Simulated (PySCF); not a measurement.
AlH₂⁺ + 2 F₂ → AlF₂⁺ + 2 HF

Level: PBE0 in the def2-TZVP basis family, all electrons, no relativity, computed in PySCF with density fitting; open shells unrestricted.

```csv
species,state and structure,ZPE (kJ/mol),H(298 K) − H(0) (kJ/mol),S° (J/(mol K))
AlH₂⁺,"singlet, D∞h, Al–H 1.554 Å (×2)",31.3,9.7,191.9
F₂,"singlet, D∞h, F–F 1.376 Å",6.6,8.7,201.9
AlF₂⁺,"singlet, D∞h, Al–F 1.586 Å (×2)",13.8,12.0,242.7
HF,"singlet, C∞v, H–F 0.920 Å",24.9,8.7,173.6
```

Problem. Is the gas-phase reaction uphill or downhill in electronic energy at this level, and by how much?

Solution. At PBE0/def2-TZVP, ΔE = -1263.9 kJ/mol, downhill. 

Problem. Add zero-point, thermal and entropy terms for 298.15 K and 1 bar.

Solution. ΔZPE = 19.1 and Δ[H(298) − H(0)] = 2.3 kJ/mol give ΔH° = -1242.5 kJ/mol. ΔS° = -5.8 J/(mol K), so ΔG° = -1242.5 − 298.15 × (-0.0058) = -1241 kJ/mol.

Each species is the lowest minimum found with this bonding; other isomers or fragments can lie lower.
